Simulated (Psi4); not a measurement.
Reaction (SMILES): N#N (N2) + 3 [H][H] (H2) → 2 N (NH3)
B3LYP-D3(BJ)/def2-TZVP geometries, fixed; electronic energies without zero-point terms.
Largest species:
```
N
H 1 1.0136
H 1 1.0136 2 107.33
H 1 1.0136 2 107.33 3 -115.09
```
Charge 0, spin multiplicity 1.

Effect of the integral screening threshold at MP2/cc-pVTZ with Psi4, against the last row, where the energy of full hydrogenation is -34.70 kcal/mol. Cores are frozen.

```csv
setting,largest shift of a total energy (mEh),shift of the energy of full hydrogenation (kcal/mol)
ints_tolerance: 1e-6,0.001,-0.001
ints_tolerance: 1e-8,0.000,0.000
ints_tolerance: 1e-10,0.000,0.000
ints_tolerance: 1e-14,0.000,0.000
```

Within 0.02 kcal/mol in the energy of full hydrogenation: ints_tolerance: 1e-6; ints_tolerance: 1e-8; ints_tolerance: 1e-10. The largest shift is 0.001 mEh in a total energy and 0.001 kcal/mol in the difference.
